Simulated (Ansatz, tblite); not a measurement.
# The cluster B2Sb+: one state, many levels

An exercise on one series of results from a longer session: the logs are not shown, and one member is left open.

Method: as each input shows; program: Ansatz 0.2.0, Gaussian basis.

Levels to be run: GFN1-xTB, GFN2-xTB, PBE-D4/def2-TZVP, r2SCAN-D4/def2-TZVP, HF/def2-TZVP, HSE06-D4/def2-TZVP, ωB97M-V/def2-TZVP, revPBE-D4/def2-TZVP, CAM-B3LYP-D4/def2-TZVP, PBE-D4/def2-SVP, PBE0-D4/def2-SVP, CCSD(T)/def2-TZVPP, MP2/def2-TZVP, RPA/def2-TZVP.

2 further runs of the same task are left out: 2 set aside as unsound or not needed. Runs told in other sessions of the task aren't counted.

### The geometry

The geometry is that of the singlet, from an earlier relaxation (PBE-D4/def2-TZVP). At that level it is the lowest of the isomers that a small search found.

3 atoms, charge 1, spin multiplicity 1.

Bond lengths: B1–B2 1.523 Å, B1–Sb3 2.181 Å, B2–Sb3 2.181 Å. Angles: B2–B1–Sb3 69.6°, B1–B2–Sb3 69.6°, B1–Sb3–B2 40.9°.

Sb takes a core potential in the def2 sets. No spin-orbit coupling is included. The ion is computed in the gas phase, without counter-ions or solvent.

PBE0-D4/def2-TZVP was run before; its log isn't repeated, and its numbers join the tables.

Set-up of the first run:

Tight binding, by tblite at 300 K electronic temperature and without a spin-polarisation term:

```python
tblite.interface.Calculator('GFN1-xTB', numbers, positions, charge=1, uhf=0).singlepoint()
```

Tight binding, by tblite at 300 K electronic temperature and without a spin-polarisation term:

```python
tblite.interface.Calculator('GFN2-xTB', numbers, positions, charge=1, uhf=0).singlepoint()
```

start.molden holds the orbitals of an earlier run on this state, given as this run's starting guess.

File in.yaml:

```yaml
crystal:
  periodic: [false, false, false]
  atoms:
    - {symbol: B, position_ang: [-0.269815, -0.985481, -0.012503]}
    - {symbol: B, position_ang: [1.008856, -0.158522, -0.035031]}
    - {symbol: Sb, position_ang: [-0.739041, 1.144002, 0.047545]}
basis:
  gaussian: {orbitals: def2-TZVP, initial_orbitals: start.molden}
total_charge: 1
hamiltonian: {xc: pbe, dispersion: d4}
scf: {omitted_lower_state_checks: [starts]}
output: {orbitals: {seedname: orbitals}}
```

On the command line:

```console
$ ansatz run in.yaml --threads 4 --pin off --events-out ev --progress --plain --max-ram 3916MiB
```

Steps of the session up to this table: PBE-D4/def2-TZVP; r2SCAN-D4/def2-TZVP; HF/def2-TZVP; HSE06-D4/def2-TZVP; ωB97M-V/def2-TZVP; revPBE-D4/def2-TZVP; CAM-B3LYP-D4/def2-TZVP; PBE-D4/def2-SVP; PBE0-D4/def2-SVP; CCSD(T)/def2-TZVPP; MP2/def2-TZVP; RPA/def2-TZVP.

One table of the session follows, with a row left open; its other results are not shown here.

It belongs to the step «Levels side by side». 

| level | HOMO (eV) | LUMO (eV) | gap (eV) |
| --- | --- | --- | --- |
| HF/def2-TZVP | -15.01 | -6.38 | 8.62 |
| PBE-D4/def2-SVP | -12.56 | -11.16 | 1.40 |
| PBE-D4/def2-TZVP | -12.51 | -11.10 | 1.40 |
| revPBE-D4/def2-TZVP | -12.46 | -11.02 | 1.44 |
| r2SCAN-D4/def2-TZVP | ? | ? | ? |
| PBE0-D4/def2-SVP | -13.50 | -10.20 | 3.31 |
| PBE0-D4/def2-TZVP | -13.45 | -10.12 | 3.32 |
| HSE06-D4/def2-TZVP | -13.05 | -10.51 | 2.54 |
| CAM-B3LYP-D4/def2-TZVP | -14.53 | -8.96 | 5.57 |
| ωB97M-V/def2-TZVP | -15.36 | -7.99 | 7.37 |

Q: Estimate the row for r2SCAN-D4/def2-TZVP from the others.

**Answer.** HOMO (eV): -12.71; LUMO (eV): -10.96; gap (eV): 1.75. In the column «HOMO (eV)» it lies between HSE06-D4/def2-TZVP (-13.05) and PBE-D4/def2-SVP (-12.56).
